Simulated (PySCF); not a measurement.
Molecule: SMILES O=CF, CHFO.

Structure with atom numbers: `[O:1]=[CH:2][F:3]`; H(Xn) means a hydrogen on atom n.

Geometry PBE0-D3(BJ)/def2-SVP throughout; GIAO in PySCF 2.14.0 with density-fitted response routines, gas phase, one conformer, non-relativistic; equivalent atoms averaged; basis pcSseg-2.

(1) How do the absolute shieldings σ depend on the functional? (ppm; last column core-seconds on 1 thread of an Arm Neoverse V1, shared host; the GGAs took longer than the global hybrids here, which isn't the general rule, and the cause wasn't traced)

(2) Which nucleus moves most, in ppm?

## Answers

(1) 
```csv
functional,kind,O1,C2,F3,H(C2),core-s
HF,Hartree–Fock,-127.5,34.7,188.5,24.15,1.2
LDA,LDA,-140.8,17.2,84.0,22.74,3.8
PBE,GGA,-126.8,21.5,92.7,23.12,4.5
BLYP,GGA,-130.5,17.8,94.1,23.27,4.5
BP86,GGA,-125.3,21.7,95.7,23.18,4.2
OPBE,GGA,-106.8,30.7,104.4,23.19,4.2
KT2,GGA,-102.3,31.8,105.3,23.18,4.3
KT3,GGA,-97.3,32.4,110.5,23.35,4.3
B97-D,GGA,-110.3,25.5,107.9,23.37,4
B3LYP,global hybrid,-135.7,20.2,116.8,23.45,2.6
PBE0,global hybrid,-132.4,24.4,121.0,23.38,2.5
mPW1PW91,global hybrid,-133.7,23.8,122.1,23.43,2.5
```

(2) F3 (fluorine bonded to C): from 84.0 ppm with LDA to 188.5 ppm with HF. The smallest spread is 1.41 ppm, at H(C2). Proton shifts span only some 12 ppm, so a few tenths of a ppm matter as much there as several ppm in carbon.
